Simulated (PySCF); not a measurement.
# NH₃: fields on a plane

Level of theory: PBE0 in PySCF with N def2-TZVP, H def2-TZVP; no relativity; density-fitted integrals.

The singlet minimum has N–H 1.013 Å (×3); H–N–H 107.1° (×3).

The plane holds N1 at (0.00, 0.00), H2 at (1.01, 0.00), H3 at (-0.30, 0.97) Å. Columns run from x = -2.25 to 3.45 Å, rows from y = 3.15 (top) to -1.95 Å, in steps of 0.3 Å. Other isomers or separated fragments may lie lower.

Problem. Give the electrostatic potential (V) (cut at 20 V). Every second row and column.

Solution. 
```
 0.1  0.2  0.3  0.3  0.3  0.3  0.2  0.2  0.2  0.1
 0.2  0.3  0.5  0.7  0.6  0.4  0.3  0.3  0.2  0.2
 0.2  0.5  1.2  2.0  1.5  0.6  0.4  0.3  0.3  0.2
 0.1  0.5  2.5 13.5  5.7  1.0  0.6  0.5  0.4  0.3
-0.1  0.1  2.2 20.0 13.8  3.4  2.4  1.2  0.6  0.3
-0.3 -0.4  1.1 20.0 20.0 20.0 16.5  2.2  0.7  0.4
-0.5 -0.8 -0.4 14.1 20.0  9.4  6.5  1.7  0.6  0.3
-0.5 -0.8 -1.2 -0.7  0.5  0.5  0.8  0.6  0.4  0.2
-0.4 -0.6 -0.9 -1.0 -0.8 -0.4  0.0  0.2  0.2  0.1
```

Problem. Give the electron density (e/Å³) (cut at 5 e/Å³). Every second row and column.

Solution. 
```
0.00 0.00 0.00 0.00 0.00 0.00 0.00 0.00 0.00 0.00
0.00 0.00 0.00 0.00 0.00 0.00 0.00 0.00 0.00 0.00
0.00 0.00 0.01 0.02 0.02 0.01 0.00 0.00 0.00 0.00
0.00 0.00 0.05 0.38 0.24 0.04 0.01 0.00 0.00 0.00
0.00 0.01 0.14 1.66 1.28 0.31 0.08 0.01 0.00 0.00
0.00 0.01 0.20 2.31 5.00 1.98 0.49 0.03 0.00 0.00
0.00 0.01 0.15 1.43 2.29 0.85 0.22 0.02 0.00 0.00
0.00 0.01 0.04 0.17 0.20 0.08 0.02 0.00 0.00 0.00
0.00 0.00 0.01 0.02 0.02 0.01 0.00 0.00 0.00 0.00
```
